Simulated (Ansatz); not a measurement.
Results of B3LYP (VWN-RPA form)-D3(BJ) in Ansatz (PAW) for α-N2.

The cell is the one relaxed with r²SCAN-D4: a = 5.5987 Å, b = 5.5987 Å, c = 5.5987 Å, α = 90.00°, β = 90.00°, γ = 90.00°.

### Question
Give the computed lattice energy.

### Answer

lattice energy: 9 kJ/mol

Note: the PAW data were made under another functional than the one run.

Computed values are for the static lattice.

The result took very roughly 27 core-seconds.

Ansatz is a first-principles code.
